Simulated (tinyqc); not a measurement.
Worked calculation: UHF in the sto-3g basis, for H2O+, spin multiplicity 2. This run ends on a higher stationary point, not on the lowest solution. One step of it, computed by the program tinyqc.

Problem. Iteration 2: diagonalisation and new density. Diagonalise F' = X^T F X, C = X C', fill 5 alpha and 4 beta electrons from the bottom; D(s) = C_occ C_occ^T; the new density keeps 0.5 of the old one (damping). Each column has its largest component positive (the first on a tie).

extrapolated F(alpha) (hartree):
```
             1O 1s      1O 2s     1O 2px     1O 2py     1O 2pz      2H 1s      3H 1s
1O 1s   -21.747611  -5.424420   0.000000  -0.000261  -0.015694  -0.857234  -0.972095
1O 2s    -5.424420  -3.113837   0.000000  -0.004014  -0.071113  -0.928783  -1.016835
1O 2px    0.000000   0.000000  -1.194075   0.000000   0.000000   0.000000   0.000000
1O 2py   -0.000261  -0.004014   0.000000  -1.391345   0.002163  -0.453685   0.480076
1O 2pz   -0.015694  -0.071113   0.000000   0.002163  -1.214215  -0.315330  -0.336105
2H 1s    -0.857234  -0.928783   0.000000  -0.453685  -0.315330  -0.741188  -0.294836
3H 1s    -0.972095  -1.016835   0.000000   0.480076  -0.336105  -0.294836  -0.793890
```

extrapolated F(beta) (hartree):
```
             1O 1s      1O 2s     1O 2px     1O 2py     1O 2pz      2H 1s      3H 1s
1O 1s   -21.720763  -5.383865   0.000000   0.000684  -0.016091  -0.847644  -0.961723
1O 2s    -5.383865  -2.928886   0.000000   0.023706  -0.075657  -0.867515  -0.959402
1O 2px    0.000000   0.000000  -1.144504   0.000000   0.000000   0.000000   0.000000
1O 2py    0.000684   0.023706   0.000000  -0.498616   0.004448  -0.299076   0.330147
1O 2pz   -0.016091  -0.075657   0.000000   0.004448  -1.165708  -0.309655  -0.331835
2H 1s    -0.847644  -0.867515   0.000000  -0.299076  -0.309655  -0.688699  -0.302004
3H 1s    -0.961723  -0.959402   0.000000   0.330147  -0.331835  -0.302004  -0.739313
```

X:
```
            1O 1s      1O 2s    1O 2px     1O 2py     1O 2pz      2H 1s      3H 1s
1O 1s    1.023684  -0.137346  0.000000   0.000749  -0.007116   0.018646   0.020121
1O 2s   -0.137346   1.163719  0.000000  -0.009532   0.069119  -0.213824  -0.242463
1O 2px   0.000000   0.000000  1.000000   0.000000   0.000000   0.000000   0.000000
1O 2py   0.000749  -0.009532  0.000000   1.081374  -0.004100  -0.177183   0.192409
1O 2pz  -0.007116   0.069119  0.000000  -0.004100   1.033697  -0.105926  -0.117429
2H 1s    0.018646  -0.213824  0.000000  -0.177183  -0.105926   1.121156  -0.056344
3H 1s    0.020121  -0.242463  0.000000   0.192409  -0.117429  -0.056344   1.144386
```

D(alpha) after iteration 1:
```
            1O 1s      1O 2s    1O 2px     1O 2py     1O 2pz      2H 1s      3H 1s
1O 1s    0.536034  -0.161875  0.000000  -0.002944   0.027286   0.026874   0.028452
1O 2s   -0.161875   0.760319  0.000000   0.004608  -0.079134  -0.208552  -0.236678
1O 2px   0.000000   0.000000  1.000000   0.000000   0.000000   0.000000   0.000000
1O 2py  -0.002944   0.004608  0.000000   1.166497   0.000586  -0.250571   0.267533
1O 2pz   0.027286  -0.079134  0.000000   0.000586   0.986586  -0.115745  -0.127860
2H 1s    0.026874  -0.208552  0.000000  -0.250571  -0.115745   0.673110  -0.060068
3H 1s    0.028452  -0.236678  0.000000   0.267533  -0.127860  -0.060068   0.707166
```

D(beta) after iteration 1:
```
            1O 1s      1O 2s    1O 2px     1O 2py     1O 2pz      2H 1s      3H 1s
1O 1s    0.535953  -0.161454  0.000000   0.004549   0.027408   0.025775   0.029181
1O 2s   -0.161454   0.757977  0.000000  -0.025118  -0.079978  -0.203745  -0.239127
1O 2px   0.000000   0.000000  1.000000   0.000000   0.000000   0.000000   0.000000
1O 2py   0.004549  -0.025118  0.000000   0.049307  -0.001230  -0.124324   0.140971
1O 2pz   0.027408  -0.079978  0.000000  -0.001230   0.986180  -0.115078  -0.127199
2H 1s    0.025775  -0.203745  0.000000  -0.124324  -0.115078   0.658072  -0.045397
3H 1s    0.029181  -0.239127  0.000000   0.140971  -0.127199  -0.045397   0.692038
```

overlap S:
```
           1O 1s     1O 2s    1O 2px     1O 2py    1O 2pz     2H 1s      3H 1s
1O 1s   1.000000  0.236704  0.000000   0.000000  0.000000  0.036736   0.041704
1O 2s   0.236704  1.000000  0.000000   0.000000  0.000000  0.375338   0.406624
1O 2px  0.000000  0.000000  1.000000   0.000000  0.000000  0.000000   0.000000
1O 2py  0.000000  0.000000  0.000000   1.000000  0.000000  0.274553  -0.291252
1O 2pz  0.000000  0.000000  0.000000   0.000000  1.000000  0.189295   0.200920
2H 1s   0.036736  0.375338  0.000000   0.274553  0.189295  1.000000   0.164538
3H 1s   0.041704  0.406624  0.000000  -0.291252  0.200920  0.164538   1.000000
```

Give: F' = X^T F X; orbital energies; coefficients C; F' = X^T F X; orbital energies; coefficients C; D(alpha) after iteration 2; D(beta) after iteration 2.

Solution.

F' = X^T F X (alpha) (hartree):
```
          1        2        3        4        5        6        7
1  -21.3863  -2.6720   0.0000   0.0014  -0.0301  -0.1086  -0.1378
2   -2.6720  -2.0794   0.0000  -0.0155   0.0121  -0.3245  -0.3660
3    0.0000   0.0000  -1.1941   0.0000   0.0000   0.0000   0.0000
4    0.0014  -0.0155   0.0000  -1.2855  -0.0034  -0.2418   0.2600
5   -0.0301   0.0121   0.0000  -0.0034  -1.1667  -0.1532  -0.1683
6   -0.1086  -0.3245   0.0000  -0.2418  -0.1532  -0.4166  -0.0628
7   -0.1378  -0.3660   0.0000   0.2600  -0.1683  -0.0628  -0.4114
```

orbital energies (alpha) (hartree): MO1 -21.7520, MO2 -1.8735, MO3 -1.4052, MO4 -1.2163, MO5 -1.1941, MO6 -0.2750, MO7 -0.2240

coefficients C (alpha):
```
            MO1      MO2      MO3      MO4     MO5      MO6      MO7
1O 1s    0.9960  -0.2538   0.0003   0.0371  0.0000   0.0895   0.0408
1O 2s    0.0173   1.0052   0.0027  -0.1781  0.0000  -0.5993  -0.2844
1O 2px   0.0000   0.0000   0.0000   0.0000  1.0000   0.0000   0.0000
1O 2py  -0.0001   0.0086   0.9411   0.0197  0.0000  -0.2010   0.5580
1O 2pz   0.0020   0.0997  -0.0148   0.9576  0.0000  -0.3772  -0.1698
2H 1s   -0.0030   0.0193   0.0877   0.0789  0.0000   1.0470  -0.4882
3H 1s   -0.0033   0.0238  -0.0988   0.0805  0.0000   0.4252   1.1069
```

F' = X^T F X (beta) (hartree):
```
          1        2        3        4        5        6        7
1  -21.3659  -2.6549   0.0000  -0.0010  -0.0296  -0.1093  -0.1384
2   -2.6549  -1.8995   0.0000   0.0122   0.0072  -0.3036  -0.3436
3    0.0000   0.0000  -1.1445   0.0000   0.0000   0.0000   0.0000
4   -0.0010   0.0122   0.0000  -0.3596  -0.0017  -0.2259   0.2462
5   -0.0296   0.0072   0.0000  -0.0017  -1.1176  -0.1525  -0.1688
6   -0.1093  -0.3036   0.0000  -0.2259  -0.1525  -0.4041  -0.0627
7   -0.1384  -0.3436   0.0000   0.2462  -0.1688  -0.0627  -0.3978
```

orbital energies (beta) (hartree): MO1 -21.7242, MO2 -1.7024, MO3 -1.1654, MO4 -1.1445, MO5 -0.6821, MO6 -0.2568, MO7 -0.0137

coefficients C (beta):
```
            MO1      MO2      MO3     MO4      MO5      MO6      MO7
1O 1s    0.9966  -0.2489   0.0471  0.0000  -0.0053   0.1010   0.0082
1O 2s    0.0152   0.9878  -0.2205  0.0000   0.0291  -0.6725  -0.0704
1O 2px   0.0000   0.0000   0.0000  1.0000   0.0000   0.0000   0.0000
1O 2py  -0.0002  -0.0188   0.0002  0.0000   0.5948  -0.0548   0.9385
1O 2pz   0.0019   0.1304   0.9509  0.0000   0.0098  -0.4187  -0.0423
2H 1s   -0.0027   0.0323   0.0785  0.0000   0.4581   0.8295  -0.6660
3H 1s   -0.0030   0.0399   0.0880  0.0000  -0.4462   0.7601   0.7979
```

D(alpha) after iteration 2:
```
          1O 1s    1O 2s  1O 2px   1O 2py   1O 2pz    2H 1s    3H 1s
1O 1s    0.7970  -0.2032  0.0000  -0.0021   0.0198   0.0110   0.0110
1O 2s   -0.2032   0.9014  0.0000   0.0062  -0.0747  -0.1015  -0.1137
1O 2px   0.0000   0.0000  1.0000   0.0000   0.0000   0.0000   0.0000
1O 2py  -0.0021   0.0062  0.0000   1.0263   0.0032  -0.0832   0.0882
1O 2pz   0.0198  -0.0747  0.0000   0.0032   0.9569  -0.0198  -0.0235
2H 1s    0.0110  -0.1015  0.0000  -0.0832  -0.0198   0.3437  -0.0310
3H 1s    0.0110  -0.1137  0.0000   0.0882  -0.0235  -0.0310   0.3620
```

D(beta) after iteration 2:
```
          1O 1s    1O 2s  1O 2px   1O 2py   1O 2pz    2H 1s    3H 1s
1O 1s    0.7966  -0.2013  0.0000   0.0045   0.0208   0.0094   0.0102
1O 2s   -0.2013   0.8912  0.0000  -0.0219  -0.0804  -0.0946  -0.1096
1O 2px   0.0000   0.0000  1.0000   0.0000   0.0000   0.0000   0.0000
1O 2py   0.0045  -0.0219  0.0000   0.0248  -0.0017  -0.0625   0.0701
1O 2pz   0.0208  -0.0804  0.0000  -0.0017   0.9537  -0.0181  -0.0192
2H 1s    0.0094  -0.0946  0.0000  -0.0625  -0.0181   0.3326  -0.0186
3H 1s    0.0102  -0.1096  0.0000   0.0701  -0.0192  -0.0186   0.3507
```
